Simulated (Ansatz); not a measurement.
## Worked example: SbH$_{2}$⁺, triplet against SbH₂⁺, singlet

Geometry (PBE0/def2-TZVP stationary point of a singlet), kept for both states (SbH2⁺, singlet: A1; SbH2⁺, triplet: B1):

```yaml
atoms:
  - { symbol: Sb, position_ang: [0.0000, -0.0196, 0.0000] }
  - { symbol: H, position_ang: [0.0000, 1.1863, -1.2103] }
  - { symbol: H, position_ang: [0.0000, 1.1864, 1.2102] }
```

Basis def2-SVP with its core potentials; Ansatz 0.2.0. Only valence electrons are correlated (noble-gas cores and the filled d shells of p-block atoms frozen). R marks a restricted (for open shells ROHF) determinant. No spin–orbit coupling is included; scalar relativity enters through the core potentials alone.

Full CI is exact within this basis and frozen core; it isn't the basis-set limit.

```json
{"level": "RCCSD(T)", "E(SbH2⁺, singlet) (hartree)": "-240.197306", "E(SbH2⁺, triplet) (hartree)": "-240.142289"}
{"level": "PBE", "E(SbH2⁺, singlet) (hartree)": "-241.078234", "E(SbH2⁺, triplet) (hartree)": "-241.020505"}
{"level": "r2SCAN", "E(SbH2⁺, singlet) (hartree)": "-241.174377", "E(SbH2⁺, triplet) (hartree)": "-241.123545"}
{"level": "full CI", "E(SbH2⁺, singlet) (hartree)": "-240.197871", "E(SbH2⁺, triplet) (hartree)": "-240.142952"}
```

Problem. Give the vertical gap, SbH2⁺ triplet less SbH2⁺ singlet, at each level in eV (1 hartree = 27.2114 eV), and each error against full CI.

Solution. full CI: (-240.142952 − (-240.197871)) × 27.2114 = 1.494 eV (the reference)
r2SCAN: (-241.123545 − (-241.174377)) × 27.2114 = 1.383 eV, error -0.111 eV
PBE: (-241.020505 − (-241.078234)) × 27.2114 = 1.571 eV, error 0.077 eV
RCCSD(T): (-240.142289 − (-240.197306)) × 27.2114 = 1.497 eV, error 0.003 eV

Total energies of functionals can't be set beside those of wave-function methods, since they hold the core's correlation and their own absolute errors; only the differences compare.

In so small a basis the reference is far from its limit while semilocal and hybrid functionals are nearer theirs, so the functionals' errors here hold much of the reference's basis and frozen-core error, which can add to them or hide them.

Each level lands on the state that its own search finds. T1 diagnostics of restricted CCSD: 0.013 and 0.021.
